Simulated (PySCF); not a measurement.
HCO (doublet state).
Numbering: `[CH:1]=[O:2]` (hydrogens: H3 on C1)

Computed, not measured: UKS B3LYP, IGLO-III on C O, pcH-1 on H, non-relativistic, mean-field spin-orbit, GIAO (PySCF 2.14.0). Isolated species at its PBE0-D3(BJ)/def2-SVP geometry, gas phase.

(1) What is the g tensor, term by term?

(2) What are the electron Larmor frequencies g μB B/h along the three axes at 340 mT?

(3) Average each term over the three axes. Which is largest in size?

(4) At 9.517 GHz, how far is the centre of the isotropic spectrum from where a free electron (g = 2.002319) resonates?

(5) In a frozen sample, at which fields do the three g values resonate at 9.5, 34, 94 and 263 GHz (hyperfine left aside), and which band first spreads them over more than twice a line width of 0.5 mT?

## Answers

(1) 
| Δg (ppt) | 1 | 2 | 3 |
| --- | --- | --- | --- |
| relativistic mass correction | -0.20 | -0.20 | -0.20 |
| gauge correction | 0.05 | 0.01 | 0.00 |
| orbital Zeeman/spin–orbit | -7.15 | -0.05 | 2.43 |
| total | -7.31 | -0.24 | 2.22 |

So g = 1.99501, 2.00208, 2.00454 and g_iso = 2.00054; the tensor is rhombic: the two nearest values differ by 26 % of g3 − g1. Axes: g1 points within 15° of the C1–O2 bond and g3 is normal to the molecular plane.

(2) 9.4937, 9.5274, 9.5390 GHz for g1, g2 and g3, a range of 45.3 MHz.

(3) The orbital-Zeeman/spin–orbit term -1.59, the mass correction -0.20 and the gauge correction 0.02 ppt, for a total of -1.78 ppt. The orbital-Zeeman/spin–orbit term is the largest in size. The mass correction is the same along every axis, so the anisotropy comes from the other two: their spans along these axes are 0.05 (gauge) and 9.58 ppt (orbital Zeeman/spin–orbit).

(4) B = hν/(g μB) with μB/h = 13.99624 MHz/mT gives 339.59 mT for the free electron and 339.89 mT at g_iso, 0.30 mT higher.

(5) 
```json
{"band": "X", "GHz": "9.5", "B(g3) mT": "338.61", "B(g2) mT": "339.02", "B(g1) mT": "340.22", "spread mT": "1.62"}
{"band": "Q", "GHz": "34.0", "B(g3) mT": "1211.86", "B(g2) mT": "1213.35", "B(g1) mT": "1217.65", "spread mT": "5.78"}
{"band": "W", "GHz": "94.0", "B(g3) mT": "3350.44", "B(g2) mT": "3354.55", "B(g1) mT": "3366.44", "spread mT": "15.99"}
{"band": "J", "GHz": "263.0", "B(g3) mT": "9374.12", "B(g2) mT": "9385.61", "B(g1) mT": "9418.86", "spread mT": "44.74"}
```

The spread grows in proportion to the frequency. X band is the first where it exceeds 1.0 mT.

The Mulliken spin populations are largest on C1 (+0.59), O2 (+0.23) and H3 (+0.18). Three atoms exceed +0.15.

The HOMO–LUMO gaps are 4.51 eV among the α and 8.45 eV among the β orbitals.
